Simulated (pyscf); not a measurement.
GeH₄ + NH₂• -> GeH₃• + NH₃, a hydrogen abstraction (doublet surface; Ge–H broken, H–N formed). Optimised with ωB97X-D3(BJ)/def2-SVP in PySCF. Correlated levels are frozen-core, on RHF or UHF. ΔMP2 is the change of the MP2 total energy from the triple- to the quadruple-zeta basis. Energies in kJ/mol from the separated reactants.

Small-basis levels: PySCF, no dispersion term, spherical d functions. Open shells are spin-unrestricted. 

Q: In single points HF/3-21G puts the saddle at 46.7 kJ/mol and the reaction energy at -55.9 kJ/mol. Should these be trusted to within a few kcal/mol? Compare with CCSD(T)/def2-TZVPP + ΔMP2(QZVPP).

A: CCSD(T)/def2-TZVPP + ΔMP2(QZVPP) gives ΔE‡ = 14.8 kJ/mol and ΔE = -100.9 kJ/mol. HF/3-21G lies 31.8 kJ/mol over it in the barrier and 45.0 kJ/mol over it in the reaction energy, so on this step it does not hold to within 12.6 kJ/mol. CCSD(T)/def2-TZVPP + ΔMP2(QZVPP) has limits of its own. This is the saddle that the search found; another between the same sides may lie lower. The angle at the transferred H is 157°. The CCSD(T) − MP2 part came from Ansatz, without density fitting, on the same reference. The frozen core leaves the outer d or s,p core shells of the metals and heavy elements correlated in the MP2 and CC values, and def2-TZVPP describes them poorly, which can shift differences by a few kcal/mol. In the def2 sets elements up to Kr have no core potential.
